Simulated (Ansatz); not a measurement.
Level of theory: Ansatz (a quantum-chemistry and plane-wave program) with PBE-D3(BJ)/def2-SVP. No frequencies were computed at this level.

Ansatz 0.2 input:
```yaml
crystal:
  periodic: [false, false, false]
  atoms:
    - { symbol: C, position_ang: [0.0, 0.0, 0.0] }
    - { symbol: H, position_ang: [-0.605801, -0.795304, -0.414221] }
    - { symbol: H, position_ang: [-0.406852, 0.956899, -0.299827] }
    - { symbol: H, position_ang: [-0.001703, -0.070307, 1.079877] }
    - { symbol: H, position_ang: [1.014355, -0.091289, -0.36583] }
basis:
  gaussian: { orbitals: def2-svp }
hamiltonian:
  xc: pbe
  dispersion: d3bj
relax:
  max_steps: 150
```

Output:

```
Functional definition: PBE
390 factors; their error is unknown
mean field evaluation 1: about -1093.8390 eV, gradient 4.9e1 eV
mean field evaluation 2: about -1088.2460 eV, gradient 6.3e1 eV
mean field evaluation 4: about -1099.7243 eV, gradient 6.8e-2 eV
mean field evaluation 8: about -1099.7121 eV, gradient 7.1e-4 eV
mean field -1099.71213938 eV, -40.4136757106 hartree, gradient 2.6e-5 eV, S^2 0.000000; 0 other end points of the search recorded, 0 dependent functions left out
reference -1099.71216220 eV, -40.4136765491 hartree; 5, 5 occupied and 29, 29 virtual orbitals, 390 factors
relax step   1: F+E_penalty+E_count = -1099.74438744 eV  Δ(F+E_penalty+E_count) = +0.000e0 eV  max|allowed force component| = 8.274e-1 eV/Å  Δτ_max = 0.0000 Å  (21 SCF iters, accepted)
these checks for a lower state are left out or cut short: starts, cluster_reference, orbital_swaps, neighbouring_geometries, increment
390 factors; their error is unknown
mean field evaluation 16: about -1099.7479 eV, gradient 9.8e-2 eV
mean field -1099.74794603 eV, -40.4149915807 hartree, gradient 5.2e-6 eV, S^2 0.000000; 0 other end points of the search recorded, 0 dependent functions left out
reference -1099.74796886 eV, -40.4149924198 hartree; 5, 5 occupied and 29, 29 virtual orbitals, 390 factors
relax step   2: F+E_penalty+E_count = -1099.78016836 eV  Δ(F+E_penalty+E_count) = -3.578e-2 eV  max|allowed force component| = 2.146e-1 eV/Å  Δτ_max = 0.0173 Å  (21 SCF iters, accepted)
these checks for a lower state are left out or cut short: starts, cluster_reference, orbital_swaps, neighbouring_geometries, increment
390 factors; their error is unknown
mean field -1099.75071758 eV, -40.4150934333 hartree, gradient 5.5e-6 eV, S^2 0.000000; 0 other end points of the search recorded, 0 dependent functions left out
reference -1099.75074042 eV, -40.4150942725 hartree; 5, 5 occupied and 29, 29 virtual orbitals, 390 factors
relax step   3: F+E_penalty+E_count = -1099.78293115 eV  Δ(F+E_penalty+E_count) = -2.763e-3 eV  max|allowed force component| = 8.014e-3 eV/Å  Δτ_max = 0.0062 Å  (23 SCF iters, accepted)
390 factors; their error is unknown
mean field evaluation 32: about -1094.1451 eV, gradient 4.7e1 eV
mean field -1099.75071758 eV, -40.4150934333 hartree, gradient 5.4e-6 eV, S^2 0.000000; 1 other end points of the search recorded, 0 dependent functions left out
reference -1099.75074042 eV, -40.4150942725 hartree; 5, 5 occupied and 29, 29 virtual orbitals, 390 factors
Total energy: -1099.78295399 eV, -40.4162780995 hartree
Atom 0 at    -0.000000     0.000000    -0.000000 Å, force    -0.000001     0.000000    -0.000001 eV/Å
Atom 1 at    -0.618968    -0.812590    -0.423224 Å, force    -0.004496    -0.005902    -0.003074 eV/Å
Atom 2 at    -0.415694     0.977697    -0.306343 Å, force    -0.003019     0.007101    -0.002225 eV/Å
Atom 3 at    -0.001740    -0.071835     1.103347 Å, force    -0.000013    -0.000522     0.008014 eV/Å
Atom 4 at     1.036401    -0.093273    -0.373781 Å, force     0.007528    -0.000678    -0.002715 eV/Å
Dipole moment:    -0.000000     0.000000    -0.000000 e Å
```

Cost: roughly 1.5 core-seconds.
